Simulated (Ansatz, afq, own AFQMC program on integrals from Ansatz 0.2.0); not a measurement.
**BF, singlet: AFQMC among the cluster methods**

```xyz
2

B     0.0173   -0.0107    0.0084
F    -0.9907    0.5698   -0.4836
```

Basis def2-TZVP. Noble-gas cores (and the filled d shells of Ga–Kr and In–Xe) are frozen. Integrals, coupled cluster, full CI and functionals: Ansatz 0.2.0; the random walks run on the same integrals in our own AFQMC program. ph-AFQMC/CISD is guided by a CISD state made of CCSD amplitudes; releasing the constraint for a short imaginary time cuts its bias at the price of noise, slowly where states lie close. Uncertainties: one standard error, sampling alone.

Determinant: RHF, the one that the program's search chose, which needn't be the lowest solution. The geometry is a PBE0/def2-SVP stationary point of this or a neighbouring charge and spin state.

No full CI on the walks' own integrals is used here; CCSDT(Q) serves as the reference and is uncertain by about the last step of the cluster series.

The T1 diagnostic is 0.0160. The weight of the determinant in the CISD state is 0.898 and the size of the correlated space is 10 electrons in 60 orbitals.

Problem. Estimate: order these by the size of their error in total energy against CCSDT(Q), smallest first.
A. CCSD(T)
B. phaseless AFQMC with a CISD trial
C. MP2
D. CCSD

Solution. B (0.4 ± 0.5 kJ/mol), A (2.2 kJ/mol), D (30.1 kJ/mol), C (64.2 kJ/mol).

Reference: CCSDT(Q), correlation energy -9.367 eV.

A walk keeps the symmetry of its determinant, which the program's search chose and which needn't be the lowest solution, so a lower state of the same spin and another symmetry isn't excluded.
